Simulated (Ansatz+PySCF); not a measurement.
**singlet SiH₂: levels of theory in one basis**

| atom | x (Å) | y (Å) | z (Å) |
| --- | --- | --- | --- |
| Si | 0.0000 | 0.0000 | -0.1449 |
| H | 0.0000 | 1.1839 | 1.0142 |
| H | 0.0000 | -1.1839 | 1.0142 |

Basis set: def2-SVP (spherical functions). Left uncorrelated: 5 orbitals. Charge 0, multiplicity 1.

Computed with Ansatz (development build ahead of 0.2.0); each method stands on the lowest determinant of its kind that the runs found. NEVPT2 correlates all electrons. Active spaces start from the frontier orbitals, and the lowest solution found is given.

```csv
method,E − E(RHF) (eV),<S²> of the determinant
RHF,0.00,0.00
UHF,-0.06,0.32
RHF-MP2,-2.37,–
UHF-MP2,-2.25,0.32
RHF-CCSD,-3.16,–
UHF-CCSD,-3.15,0.32
RHF-CCSD(T),-3.22,–
UHF-CCSD(T),-3.22,0.32
full CI (lowest root of this spin),-3.24,–
"CASSCF(6,6)",-1.46,–
```

Task: What does SC-NEVPT2(6,6) give on the same scale?

Result: -2.89 eV. NEVPT2 here correlates all electrons, so it doesn't share the others' frozen core.

Task: Is a single determinant a sound starting point here?

Result: Only with care. Unrestricted orbitals gain 0.06 eV and <S²> is 0.32 against 0.00 for a pure state, so spin symmetry breaks but gains little energy; restricted orbitals can still serve. The CASSCF(6,6) natural occupations are 1.98, 1.97, 1.92, 0.08, 0.03, 0.03.

Caution for UHF, UHF-MP2, UHF-CCSD, UHF-CCSD(T): the unrestricted determinant is spin contaminated; the determinant breaks the point group. Caution for UHF-MP2: another reference gives a lower total.
